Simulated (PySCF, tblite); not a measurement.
nitrogen trifluoride: calculation against experiment

**The experiment to reproduce.**

From NIST CCCBDB Release 22 (SRD 101), experimental dipoles, for the gas: dipole moment (microwave Stark effect) 0.235 D.

From NIST CCCBDB Release 22 (SRD 101), experimental polarizabilities, for the gas: mean polarisability 2.81 Å³.

From CRC Handbook of Chemistry and Physics, for the gas at 298.15 K: standard entropy 260.8 J/(mol K).

The runs below try to reproduce these values; the comparison stands at the end.

Compound: nitrogen trifluoride, NF₃.
SMILES with atom numbers: `[F:1][N:2]([F:3])[F:4]`

Geometry (GFN2-xTB, Å), atoms numbered from 1 in this order:
```
atom  x, y, z in Å
F1    -0.5388    1.1051   -0.1535
N2     0.0013    0.0021    0.4276
F3    -0.6825   -1.0204   -0.1499
F4     1.2302   -0.0820   -0.1470
```

The PySCF runs (gas phase, on this GFN2-xTB geometry; no spin–orbit coupling):

```csv
level,job,basis functions
PBE0/pcSseg-1,"shieldings, charges and field gradients",68
B3LYP/def2-SVPD,"8 singlets by full TDDFT, 3 Tamm–Dancoff triplets, polarisability",89
B3LYP/pcJ-1,spin–spin couplings from 4 perturbed nuclei,108
"B97-D/pcSseg-1, level shift 0.1 Eh",spin–spin couplings from 4 perturbed nuclei,68
```

GFN2-xTB wavenumbers (cm⁻¹, harmonic, unscaled, at the method's own geometry): 445, 445, 578, 811, 812, 984. Point group C3v, symmetry number 3. Entropy at 298.15 K and 1 bar in J/(mol K): translation 162.0, rotation 89.9, vibration 10.9.

**Comparison with experiment**

**Dipole moment.** Measured: 0.235 D (NIST CCCBDB Release 22 (SRD 101), experimental dipoles).

| level | computed (D) | computed − measured (D) |
| --- | --- | --- |
| PBE0/pcSseg-1 | 0.105 | -0.130 |
| B3LYP/def2-SVPD | 0.113 | -0.122 |
| B3LYP/pcJ-1 | 0.114 | -0.121 |
| B97-D/pcSseg-1 | 0.059 | -0.176 |

All 4 levels lie below the measurement. The computed dipoles belong to one fixed geometry; measured ones are averaged over vibrations unless marked μe. Magnitudes are compared, not signs.

**Mean polarisability.** Measured: 2.81 Å³ (NIST CCCBDB Release 22 (SRD 101), experimental polarizabilities).

```
          level  computed (Å³)  computed − measured (Å³)  % (from the printed values)
B3LYP/def2-SVPD           2.69                     -0.12                           -4
```

The computed values are static and purely electronic, with core orbitals frozen in the response (1 au = 0.148185 Å³). The table of measured values doesn't say here whether a value is static or optical, or holds a vibrational part.

**Standard entropy at 298.15 K.** Measured: 260.8 J/(mol K) (298.15 K; CRC Handbook of Chemistry and Physics).

| level | computed (J/(mol K)) | computed − measured (J/(mol K)) | % (from the printed values) |
| --- | --- | --- | --- |
| GFN2-xTB, rigid rotor and harmonic oscillator | 262.8 | +2.0 | +1 |

Ideal gas at 1 bar, most abundant isotopes; table values of this kind come from calorimetry or from spectroscopic constants.

No measured geometry was used, and the causes of the misses weren't examined.

B97-D is run here without its empirical dispersion term; that term would change no orbital, density or response property at a fixed geometry.
